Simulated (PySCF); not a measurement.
Bonds: Al1-S4 2.178 Å, S4-C5 1.830 Å. Al1 carries H2, H3; C5 carries H6, H7, H8.

Theoretical values (PySCF 2.14): PBE0-D3(BJ)/def2-SVP geometry, shieldings: GIAO B3LYP/pcSseg-1 (pcSseg-2 on Al). One conformer, gas phase, one averaged value for each set of equivalent atoms, relativity neglected.

Shifts are taken against calculated references (same method and geometry level): $^{13}$C and $^{1}$H vs TMS; [Al(H2O)6]3+ for $^{27}$Al; $^{33}$S against CS2.

| atoms | nucleus | count | δ (ppm) |
| --- | --- | --- | --- |
| S4 | $^{33}$S | 1 | ? |
| Al1 | $^{27}$Al | 1 | 281.0 |
| C5 | $^{13}$C | 1 | 14.6 |
| H6/H7/H8 | $^{1}$H | 3 | ? |
| H2/H3 | $^{1}$H | 2 | 5.20 |

Problem. Fill in the missing shifts.

Solution. 
- H6/H7/H8: 2.21 ppm, hydrogen on a carbon bonded to S
- S4: -44 ppm, sulfur bonded to C, Al

Hydrides on Al or Ga are broadened by the quadrupolar metal nucleus. Shifts are as computed, not scaled to solution data. Of 1211 compounds with measured shifts, 218 miss one by over three times the rms of a fit or turn the order of signals round; such compounds aren't used in these exercises.
